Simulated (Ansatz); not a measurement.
C5H7N (`C#CC(N)C=C`). The species carries charge 0 and has multiplicity 1. Geometry: relaxed with PBE0-D4/def2-TZVP. It is one conformer, not always the lowest.

```xyz
13

C    -1.660    1.379   -1.597
C    -1.071    0.774   -0.745
C    -0.348    0.049    0.298
N    -1.135   -1.105    0.726
C     0.980   -0.431   -0.220
C     2.143   -0.064    0.293
H    -2.181    1.913   -2.356
H    -0.151    0.768    1.110
H    -0.703   -1.525    1.540
H    -2.074   -0.820    0.976
H     0.922   -1.131   -1.049
H     3.080   -0.440   -0.099
H     2.199    0.634    1.123
```

(1) What is the dipole moment at PBE/def2-TZVPP? (Estimate.)

(2) And with r2SCAN, B3LYP, ωB97M-V? (Best estimate.)

(3) Give the Mulliken charges with PBE, r2SCAN, ωB97M-V in def2-TZVPP. (An estimate is asked.)

## Answers

(1) Computed: 1.30 D, with components (0.09, 0.37, 1.24) D in this frame, pointing from negative to positive charge.

(2) Computed: r2SCAN 1.33 D, B3LYP 1.33 D, ωB97M-V 1.34 D.

(3) The calculation gave: 
```tsv
atom	PBE	r2SCAN	ωB97M-V
C1	0.14	0.23	0.06
C2	-0.39	-0.44	-0.35
C3	0.10	0.10	0.06
N4	-0.34	-0.37	-0.29
C5	-0.13	-0.13	-0.15
C6	-0.20	-0.18	-0.20
H7	0.20	0.24	0.24
H8	0.07	0.05	0.11
H9	0.13	0.13	0.10
H10	0.14	0.14	0.11
H11	0.09	0.08	0.12
H12	0.10	0.09	0.11
H13	0.08	0.07	0.09
```

B3LYP here is the variant with VWN-RPA as its local correlation; programs differ in this.
